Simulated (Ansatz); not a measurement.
Born–Oppenheimer molecular dynamics of F$_{2}$H$_{2}$Si (5 atoms, charge 0, multiplicity 1). It starts from a relaxed structure.

The calculation used Ansatz, RKS PBE-D4/def2-SVP.

| Quantity | Value |
| --- | --- |
| ensemble | NVE (velocity Verlet) |
| time step | 0.5 fs |
| steps asked | 250 |
| starting velocities drawn for | 500 K |
| seed | 720431 |

First frame:

```xyz
5
Properties=species:S:1:pos:R:3
Si -0.012 -0.021 0.018
H 0.022 0.037 1.510
F 1.518 -0.003 -0.534
F -0.761 1.313 -0.535
H -0.704 -1.220 -0.544
```

Question: How far do the bonds stretch over the last three quarters of this one trajectory? (Pairs bonded in most of those frames.)

Answer: 
| bond | mean (Å) | spread (Å) | shortest | longest |
| --- | --- | --- | --- | --- |
| Si1–H2 | 1.496 | 0.044 | 1.44 | 1.56 |
| Si1–F3 | 1.634 | 0.039 | 1.57 | 1.69 |
| Si1–F4 | 1.632 | 0.029 | 1.59 | 1.67 |
| Si1–H5 | 1.499 | 0.036 | 1.44 | 1.55 |

Mean temperature of the second half: 245 K. The conserved energy stayed within 0.16 meV per atom of its start (net change 0.1 meV per atom), so the integration is sound. Over the second half the temperature averaged 0.49 of the 500 K drawn at the start: a run that starts near a minimum puts about half its kinetic energy into the potential. A run of 0.12 ps of so small a system gives no equilibrium averages.

The run took 4.4 min on 1 thread of Arm Neoverse V1, on a shared host, peak memory 0.092 GiB.
